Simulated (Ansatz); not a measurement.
Cartesian coordinates in Å:
```
C 0.1398 0.3972 0.4429
C -0.1584 -0.4499 -0.5015
S -0.5130 -1.4580 -1.6256
H 0.2683 0.0604 1.4648
H 0.2633 1.4503 0.2195
```

Total charge 0; spin multiplicity 1.

Task: List the PBE/def2-TZVPP orbital energies in eV (Ansatz 0.2.0). (Estimate.)

Result: Ansatz gave: Occupied: -2396.32, -271.09, -269.21, -209.26, -155.37, -155.36, -155.18, -20.65, -18.25, -12.87, -11.41, -10.67, -8.82, -7.96, -5.55. Lowest empty: -3.08, -0.76, 0.90, 1.72, 2.49, 2.53, 4.33, 5.28.
